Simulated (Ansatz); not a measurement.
# [H···H···O], triplet: the ladder up to full CI

Geometry: a point of a hydrogen-transfer path between rigid fragments, not a stationary point.

```xyz
3

H     0.0000    0.0000   -0.9697
H     0.0000    0.0000   -0.0267
O     0.0000    0.0000    0.9963
```

Basis cc-pVDZ; Ansatz 0.2.0. Only valence electrons are correlated (noble-gas cores frozen), which leaves 8 electrons in 23 orbitals. R marks a restricted (for open shells ROHF) determinant, U an unrestricted one. Active spaces: pair = (4e, 4o) about the gap; valence = (8e, 6o) chosen from the atoms' valence shells.

Full CI is exact within this basis and frozen core; it isn't the basis-set limit. The frozen core follows each run's orbitals, which can shift R against U totals by a few meV.

For open shells CISD is restricted-active-space CI with the open shells as a complete middle space.

```
UHF ⟨S²⟩                          : 2.027
T1 diagnostic (RCCSD)             : 0.0261
largest doubles amplitude (RCCSD) : 0.056
T1 diagnostic (UCCSD)             : 0.0123
```

```json
{"level": "UHF", "E − E(RHF) (eV)": "-0.3238"}
{"level": "RMP2", "E − E(RHF) (eV)": "-4.5854"}
{"level": "UMP2", "E − E(RHF) (eV)": "-4.5509"}
{"level": "RCCSD", "E − E(RHF) (eV)": "-5.0466"}
{"level": "UCCSD", "E − E(RHF) (eV)": "-5.0542"}
{"level": "RCCSD(T)", "E − E(RHF) (eV)": "-5.1144"}
{"level": "UCCSD(T)", "E − E(RHF) (eV)": "-5.1164"}
```

Q: Estimate how far full CI in cc-pVDZ lies from RCCSD(T). The table doesn't fix it; the size of (T) and the diagnostics are the guide.

A: Full CI in cc-pVDZ lies 0.60 mEh below RCCSD(T), which is 24 % of the (T) step (-2.49 mEh). The diagnostics are small and one determinant leads, so the series closes fast and only a small part of (T) is left.

The other levels:

```json
{"level": "CISD", "E − E(full CI) (mEh)": "8.82", "share of correlation (%)": "95.32", "wall time": "0.68 s"}
{"level": "BCCD(T)", "E − E(full CI) (mEh)": "0.57", "share of correlation (%)": "99.70", "wall time": "0.88 s"}
{"level": "RCCSDT", "E − E(full CI) (mEh)": "0.29", "share of correlation (%)": "99.85", "wall time": "–"}
{"level": "UCCSDT", "E − E(full CI) (mEh)": "0.24", "share of correlation (%)": "99.87", "wall time": "–"}
{"level": "RCCSDT(Q)", "E − E(full CI) (mEh)": "0.01", "share of correlation (%)": "100.00", "wall time": "3.7 s"}
{"level": "UCCSDT(Q)", "E − E(full CI) (mEh)": "-0.02", "share of correlation (%)": "100.01", "wall time": "3.2 s"}
{"level": "RCCSDTQ", "E − E(full CI) (mEh)": "0.00", "share of correlation (%)": "100.00", "wall time": "7.5 s (H100)"}
{"level": "UCCSDTQ", "E − E(full CI) (mEh)": "-0.03", "share of correlation (%)": "100.02", "wall time": "7 s (H100)"}
{"level": "CASSCF (pair space)", "E − E(full CI) (mEh)": "158.91", "share of correlation (%)": "15.72", "wall time": "–"}
{"level": "NEVPT2 (pair space)", "E − E(full CI) (mEh)": "17.57", "share of correlation (%)": "90.68", "wall time": "0.43 s"}
{"level": "MRCISD (pair space)", "E − E(full CI) (mEh)": "6.86", "share of correlation (%)": "96.36", "wall time": "–"}
{"level": "MRCISD+Q (pair space)", "E − E(full CI) (mEh)": "0.70", "share of correlation (%)": "99.63", "wall time": "0.88 s"}
{"level": "CASSCF (valence space)", "E − E(full CI) (mEh)": "156.31", "share of correlation (%)": "17.10", "wall time": "–"}
{"level": "NEVPT2 (valence space)", "E − E(full CI) (mEh)": "25.81", "share of correlation (%)": "86.31", "wall time": "0.19 s"}
{"level": "MRCISD (valence space)", "E − E(full CI) (mEh)": "6.38", "share of correlation (%)": "96.62", "wall time": "–"}
{"level": "MRCISD+Q (valence space)", "E − E(full CI) (mEh)": "0.47", "share of correlation (%)": "99.75", "wall time": "0.77 s"}
```

The correlation energy at full CI, counted from RHF, is -5.131 eV. That run took 2.7 s on 2 threads of AMD EPYC 7R13 with a shared H100 80 GB, shared host over 19,602,700 determinants.

Times hold each run's SCF and search for its determinant on a shared host, so for small cases they say little of a method's own cost; rows without a card ran on 1 thread of AMD EPYC 7R13.

The full-CI state has the irrep B2 of C2v, in the program's axes (one component, if the state is degenerate).

Natural occupations of full CI about the gap: 1.981 1.973 1.956 1.001 0.994 0.028 0.017 0.010 0.008 0.005; effectively unpaired electrons, Σ n²(2−n)², 2.02.
